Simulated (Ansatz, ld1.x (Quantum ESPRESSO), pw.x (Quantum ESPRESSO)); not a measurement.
barium (Ba): does the TM potential hold in the solid?

- Element: barium (Ba)
- Generator: ld1.x (Quantum ESPRESSO) 7.5
- Type: norm-conserving Troullier–Martins (Kleinman–Bylander form)
- Functional: LDA (PW92)
- Relativity: scalar-relativistic
- Frozen core: [Kr] 4d10 5s2
- Valence charge: 8
- Reference configuration: 5p6 5d0 6s2 6p0
- Partial waves: 5p (bound): rc 3.30 bohr; 5d (bound, empty): rc 2.85 bohr; 6s (bound): rc 3.80 bohr
- Local potential: the s channel
- Core correction: a·sin(br)/r model core, default radius (core density twice the valence density)

Atomic tests: cutoffs needed: 10 Ry and 15 Ry (the cutoffs (Ry, on a coarse ladder) from which the occupation-weighted sum of valence levels, in a spherical-Bessel basis at the reference potential, stays within 10 and 1 mRy of its value at 400 Ry); ghost test: no extra level below or beside the all-electron valence levels (p, d, s, f tested) (spherical-Bessel basis up to 400 Ry, 20 bohr box); configuration tests: 1 of 9 tests not solved or not reliable.

Crystal test: bcc Ba in pw.x 7.5, no spin, 10³ k-points, Fermi–Dirac smearing 0.01 Ry, cutoffs 50/200 Ry. The reference is all-electron LAPW (Ansatz 0.2.0) with the same functional, mesh and smearing; V0 and B0 come from Birch–Murnaghan fits to the pressures at five volumes. Errors are pseudo minus all-electron; Δ is the rms difference of the E(V) curves that follow from these fits, minima aligned, over ±6 % about the mean V0. Mesh and smearing are coarse, so the numbers serve the comparison and aren't converged zero-temperature values; the lattice is a test structure that the element need not adopt.

| V (Å³/atom) | P all-electron (GPa) | P pseudo (GPa) |
| --- | --- | --- |
| 51.208 | 0.58 | 2.53 |
| 52.555 | 0.29 | 2.08 |
| 53.903 | 0.02 | 1.67 |
| 55.251 | -0.22 | 1.31 |
| 56.598 | -0.44 | 0.98 |

All-electron: a0 = 4.763 Å (V0 = 54.03 Å³/atom), B0 = 10.0 GPa.

Pseudopotential: mean pressure error (GPa): +1.67. The pressure does not cross zero within the volumes sampled, so no fit is given. This is a poor potential for the solid. Atomic configuration tests: 1 of 9 tests not solved or not reliable.

**Question.** At the middle volume, how do free energy and pressure move when the wave cutoff is lowered (ecutrho kept at four times it)?

**Answer.**

```tsv
cutoff (Ry)	shift of F (meV/atom)	shift of P (GPa)
22	+1.1	-0.10
30	+0.5	+0.07
40	-1.1	+0.03
```

The 8 pw.x runs together took about 71 s on one core of a shared server CPU.
